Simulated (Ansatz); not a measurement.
## Structure relaxation of Tl3As2

Method: Ansatz, DFT PBE, scalar-relativistic, plane waves, PAW. Cutoff 420 eV, Γ-centred k mesh, Gaussian smearing, no spin polarisation in the final step.

Tl3As2 was placed on the anti-tetradymite structure type (R-3m, No. 166), with As in place of Bi, Tl in place of Te, at a guessed volume.

```xyz
5
Lattice="2.0115 1.1614 9.3245 -2.0115 1.1614 9.3245 0.0000 -2.3227 9.3245" Properties=species:S:1:pos:R:3 pbc="T T T"
Tl    0.0000    0.0000    0.0000
Tl    0.0000    0.0000    5.8605
Tl    0.0000    0.0000   22.1131
As    0.0000    0.0000   11.1894
As    0.0000    0.0000   16.7841
```

Steps on the 12×12×12 mesh (5 atoms). 6 of 7 steps are shown, and the free energy counts from the last. Trial steps that were taken back and renewals of the plane-wave basis can be among the rows.

```csv
step,ΔF (meV/atom),V (Å³/atom),P (GPa),largest force component (eV/Å)
1,35.2,26.14,3.13,0.340
2,4.7,28.48,-0.64,0.069
3,1.4,28.17,-0.09,0.041
4,0.8,28.03,0.02,0.040
5,0.5,28.04,-0.01,0.014
7,0.0,28.05,0.01,0.001
```

A final relaxation ran on a 12×12×12 mesh. The relaxed crystal, R-3m (No. 166):

```cif
data_structure
_symmetry_space_group_name_H-M 'R-3m:H'
_symmetry_Int_Tables_number 166
_cell_length_a 4.2747
_cell_length_b 4.2747
_cell_length_c 26.5856
_cell_angle_alpha 90.000
_cell_angle_beta 90.000
_cell_angle_gamma 120.000
_cell_volume 420.71
loop_
_atom_site_label
_atom_site_type_symbol
_atom_site_symmetry_multiplicity
_atom_site_Wyckoff_symbol
_atom_site_fract_x
_atom_site_fract_y
_atom_site_fract_z
_atom_site_occupancy
Tl1 Tl 3 a 0.00000 0.00000 0.00000 1
Tl2 Tl 6 c 0.33333 0.66667 0.87817 1
As1 As 6 c 0.66667 0.33333 0.73126 1
```

```yaml
Volume_per_atom: 28.05 Å³
Density: 9.03 g/cm³
Energy_over_the_elements: 0.15 eV/atom
Gap_on_the_12×12×12_mesh: 0 eV (a metal)
```

Formation energies are uncorrected and refer to the elements' standard structures at the same level.

The final run used a 12×12×12 mesh on its 5-atom cell and 0.10 eV smearing. The k mesh leaves about 4 meV/atom of noise in metals. Spin–orbit coupling is left out.

A structure relaxed within its symmetry needn't be a true minimum.

Cost: 3 runs of about 9 core-minutes in all, on Arm Neoverse V2 (shared hosts).